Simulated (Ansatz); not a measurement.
A calculation on rock-salt RbCl returned lattice constant a 6.659 Å, formation enthalpy -2.075 eV/atom.

For reference: lattice constant a 6.532 Å (measured, low temperature, zero-point motion not removed; as tabulated in Doll and Stoll (1998), arXiv:cond-mat/9801031); formation enthalpy -2.26 eV/atom (measured, 298 K, no zero-point or thermal correction; as tabulated in Zhang et al. (2018), doi:10.1038/s41524-018-0065-z).

Which level of theory produced these numbers?
A. HSE06 (Ansatz, an electronic-structure program)
B. PBE (Ansatz)
C. LDA (Ansatz)
D. rVV10 (Ansatz)

A, HSE06 (Ansatz)

The others give: rVV10 6.543 Å, -2.150 eV/atom; LDA 6.377 Å, -2.117 eV/atom; PBE 6.699 Å, -1.986 eV/atom.

Unless a cell is named, each level is at its own relaxed cell (HSE06 36.92, LDA 32.42, PBE 37.58, rVV10 35.02 Å³/atom).

Caveats: exact exchange on metals is sensitive to the k mesh and can open a false gap (HSE06). Ansatz's density-functional and Hartree–Fock values are scalar-relativistic unless marked +SOC, with PAW data made under PBE.
